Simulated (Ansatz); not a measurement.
# Ligand exchange: CH2ClF + MgH(OH) → CH3FO + MgHCl

Species: CH2ClF (chlorofluoromethane) `FCCl`, singlet; MgH(OH), singlet; CH3FO `OCF`, singlet; MgHCl `[MgH][Cl]`, singlet. The partners trade Cl for OH: C–Cl and Mg–OH bonds give way to C–OH and Mg–Cl.

Shapes, held fixed at every level: PBE0-D4/def2-TZVP. Flexible molecules stand in one conformer, not always the lowest. Programs: Ansatz 0.2.0. The zero-point and thermal change to 298 K, harmonic and unscaled (PBE0-D4/def2-TZVP), is +6.4 kJ/mol.

```json
{"level": "PBE-D4/def2-TZVPP", "kind": "GGA", "ΔH(298 K) (kJ/mol)": "-85.4", "less CCSD(T)/def2-TZVPP": "+4.1"}
{"level": "B3LYP-D4/def2-TZVPP", "kind": "global hybrid", "ΔH(298 K) (kJ/mol)": "-87.1", "less CCSD(T)/def2-TZVPP": "+2.4"}
{"level": "wB97M-V/def2-TZVPP", "kind": "range-separated hybrid", "ΔH(298 K) (kJ/mol)": "-89.4", "less CCSD(T)/def2-TZVPP": "+0.1"}
{"level": "B2PLYP/def2-TZVPP", "kind": "double hybrid", "ΔH(298 K) (kJ/mol)": "-87.0", "less CCSD(T)/def2-TZVPP": "+2.5"}
{"level": "MP2/def2-SVP", "kind": "perturbation theory", "ΔH(298 K) (kJ/mol)": "-100.4", "less CCSD(T)/def2-TZVPP": "-10.9"}
{"level": "MP2/def2-TZVPP", "kind": "perturbation theory", "ΔH(298 K) (kJ/mol)": "-83.9", "less CCSD(T)/def2-TZVPP": "+5.6"}
{"level": "CCSD/def2-SVP", "kind": "coupled cluster or CI", "ΔH(298 K) (kJ/mol)": "-106.6", "less CCSD(T)/def2-TZVPP": "-17.1"}
{"level": "CCSD(T)/def2-TZVPP", "kind": "coupled cluster or CI", "ΔH(298 K) (kJ/mol)": "-89.5", "less CCSD(T)/def2-TZVPP": "0.0"}
```

The highest level, CCSD(T)/def2-TZVPP, gives ΔH(298 K) = -89.5 kJ/mol; the levels span -106.6 to -83.9. The column of differences is taken from that level and isn't an error. No measured value is set beside it here. Outer-core shells of Mg are correlated, in sets that cover them unevenly.
